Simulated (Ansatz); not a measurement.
**SiH2O (triplet): from Hartree-Fock to the top rungs at distance O1–H3 along a hydrogen transfer = 1.244 Å, cc-pVDZ**

How much of the correlation energy of SiH2O (triplet) does each wave-function method recover here?

The runs use Ansatz 0.2.0, Gaussian basis; cc-pVDZ, core rule «outside noble gas», up to 6 orbitals frozen.

The runs, in order: UHF; CCSD(T) on ROHF; CCSD(T) on UHF; BCCD(T) on ROHF; CISD; CCSDT(Q) on ROHF; CCSDT(Q) on UHF; CASSCF and MRCISD+Q, 4 electrons in 4 orbitals; CASSCF and NEVPT2, 4 electrons in 4 orbitals.

16 further runs of the same task are left out: 8 for a known fault of the program, 8 that didn't finish.

## Step 1: The system

The geometry derives from fragments relaxed apart (PBE0/def2-TZVP) and kept rigid, so it is no stationary point. A hydrogen atom is moved between rigid fragments.

4 atoms, charge 0, spin multiplicity 3.

Atoms are counted from 1 here; the program's logs count them from 0.

Bond lengths: O1–H2 0.960 Å, O1–H3 1.244 Å. Angles: H2–O1–H3 105.1°.

## Step 2: UHF

The input, in.yaml:

```yaml
crystal:
  periodic: [false, false, false]
  atoms:
    - {symbol: O, position_ang: [-1.014673, -0.231644, 0.000000]}
    - {symbol: H, position_ang: [-1.263982, 0.694932, 0.000000]}
    - {symbol: H, position_ang: [0.229327, -0.231644, 0.000000]}
    - {symbol: Si, position_ang: [2.049327, -0.231644, 0.000000]}
basis:
  gaussian: {orbitals: cc-pVDZ}
magnetization: {spin_polarized: true, initial_magnetization: 2}
hamiltonian: {xc: hf}
output: {orbitals: {seedname: orbitals}}
```

On the command line:

```sh
$ ansatz run in.yaml --threads 1 --pin off --events-out ev --progress --plain --max-ram 2393MiB
```

After this run come: CCSD(T) on ROHF; CCSD(T) on UHF; BCCD(T) on ROHF; CISD; CCSDT(Q) on ROHF; CCSDT(Q) on UHF; CASSCF and MRCISD+Q, 4 electrons in 4 orbitals; CASSCF and NEVPT2, 4 electrons in 4 orbitals.

**Question.** What will the summary of the whole plan be? Wanted: UCCSDT(Q) below the RHF energy; RMP2 from UCCSDT(Q); UMP2 from UCCSDT(Q); RCCSD from UCCSDT(Q); RCCSD(T) from UCCSDT(Q); UCCSD(T) from UCCSDT(Q); RCCSDT(Q) from UCCSDT(Q); NEVPT2 pair from UCCSDT(Q); MRCISD+Q pair from UCCSDT(Q).

As calculated:

| quantity | value |
| --- | --- |
| UCCSDT(Q) below the RHF energy | -8.3393 eV |
| RMP2 from UCCSDT(Q) | +936.7 meV |
| UMP2 from UCCSDT(Q) | +1052.7 meV |
| RCCSD from UCCSDT(Q) | +234.0 meV |
| RCCSD(T) from UCCSDT(Q) | +46.8 meV |
| UCCSD(T) from UCCSDT(Q) | +48.6 meV |
| RCCSDT(Q) from UCCSDT(Q) | +0.8 meV |
| NEVPT2 pair from UCCSDT(Q) | +935.2 meV |
| MRCISD+Q pair from UCCSDT(Q) | +95.0 meV |
| levels within 1 kcal/mol (43 meV) | RCCSDT, UCCSDT, RCCSDT(Q) |
| T1 diagnostic | 0.024 |

RCCSD(T) misses by +46.8 meV, 0.6 % of the correlation energy. Of the multireference levels listed MRCISD+Q pair comes nearest in total energy (+95.0 meV), which doesn't show that its space is the better one. These misses are within one basis, not against nature; the frozen cores of restricted and unrestricted runs differ, which can shift their rows.
